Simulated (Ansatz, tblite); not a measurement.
# Elastic constant C44 of wurtzite CdS: levels of theory against measurement

Reference value: 15.3 GPa (measured, temperature not stated, not corrected to a static lattice; as tabulated in Oses et al. (2018), arXiv:1811.08464).

Put these levels in order of the elastic constant C44 that they give for wurtzite CdS, smallest first: B3LYP (VWN-RPA form) (Ansatz, an electronic-structure program), GFN1-xTB (tblite), Hartree–Fock (Ansatz).

GFN1-xTB (7.84 GPa), B3LYP (VWN-RPA form) (16.8 GPa), Hartree–Fock (18.2 GPa)

Unless a cell is named, each level is at its own relaxed cell (GFN1-xTB 27.19, B3LYP (VWN-RPA form) 26.63, Hartree–Fock 27.52 Å³/atom).

Differences against the reference: GFN1-xTB -49 %, B3LYP (VWN-RPA form) +9.8 %, Hartree–Fock +19.0 %.

The reference isn't brought to a static lattice, while the calculations are for one, so the differences are not the levels' errors alone. A static lattice is as a rule stiffer than a warm one, by over a tenth in soft solids.  GFN1-xTB: the method was fitted mainly to molecules. GFN1-xTB: the run uses a supercell at the zone centre in place of a k mesh. Each level is taken at its own relaxed cell. Ansatz's density-functional and Hartree–Fock values are scalar-relativistic unless marked +SOC, with PAW data made under PBE.

Differences are worked out from the printed values.
